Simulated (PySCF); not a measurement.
## SMILES C=C=O, C2H2O

Geometry:
| atom | x (Å) | y (Å) | z (Å) |
| --- | --- | --- | --- |
| C1 | -0.524 | -0.042 | 0.215 |
| C2 | 0.731 | -0.073 | -0.177 |
| O3 | 1.838 | -0.099 | -0.524 |
| H4 | -1.117 | -0.956 | 0.191 |
| H5 | -0.956 | 0.898 | 0.560 |

Method: PySCF, GIAO BP86/cc-pVTZ magnetisability, rotational g tensor and spin-rotation constants, non-relativistic, gas phase. Geometry: PBE0-D3(BJ)/def2-SVP.

**Question.** Give the nuclear spin-rotation constants along the inertial axes (H = +C I·J) beside the isotropic shieldings.

**Answer.** Rotational constants 278.6333, 10.2765, 9.9110 GHz. A star marks the isotopologue with that one atom substituted, in its own axes.
```tsv
atom	isotope	Caa (kHz)	Cbb (kHz)	Ccc (kHz)	mean (kHz)	σ (ppm)
H4	1H	-18.625	-0.042	-1.173	-6.613	29.2
H5	1H	-18.648	-0.041	-1.173	-6.621	29.2
C1	13C*	22.111	1.617	1.019	8.249	186.1
C2	13C*	67.416	4.849	5.062	25.776	-6.5
O3	17O*	-89.844	-2.143	-4.620	-32.202	-14.8
```
For the geometry as given, no vibrational averaging.
